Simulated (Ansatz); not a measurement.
```yaml
crystal:
  periodic: [false, false, false]
  atoms:
    - {symbol: C, position_ang: [-2.596471, 0.628570, 1.317451]}
    - {symbol: C, position_ang: [-1.646355, 0.057278, 0.860593]}
    - {symbol: O, position_ang: [-0.634037, -0.597807, 0.391734]}
    - {symbol: C, position_ang: [0.453803, 0.217190, -0.121351]}
    - {symbol: D, position_ang: [1.598368, -0.733590, -0.339676]}
    - {symbol: O, position_ang: [0.064793, 0.901649, -1.250721]}
    - {symbol: H, position_ang: [-3.443996, 1.132619, 1.712401]}
    - {symbol: H, position_ang: [0.673861, 0.977128, 0.632324]}
    - {symbol: H, position_ang: [1.314246, -1.501464, -1.064453]}
    - {symbol: H, position_ang: [2.458789, -0.183911, -0.721652]}
    - {symbol: H, position_ang: [1.873057, -1.227659, 0.592372]}
    - {symbol: H, position_ang: [-0.039059, 0.274695, -1.974922]}
basis:
  gaussian: {orbitals: 6-31G}
hamiltonian: {xc: {name: wB97X}}
output: {forces: true}
```

```sh
$ ansatz run in.yaml --threads 4 --pin off --events-out ev --progress --plain --max-ram 10444MiB
```

(1) How does Ansatz answer? (Estimate.)

Answers

(1) Computed: The program refused the input.
```
Error: YAML parse error: error: line 8 column 16: `D` is not an element symbol (H … Og, case-exact)
 6 |     - {symbol: O, position_ang: [-0.634037, -0.597807, 0.391734]}
 7 |     - {symbol: C, position_ang: [0.453803, 0.217190, -0.121351]}
 8 |     - {symbol: D, position_ang: [1.598368, -0.733590, -0.339676]}
 9 |     - {symbol: O, position_ang: [0.064793, 0.901649, -1.250721]}
10 |     - {symbol: H, position_ang: [-3.443996, 1.132619, 1.712401]}
```
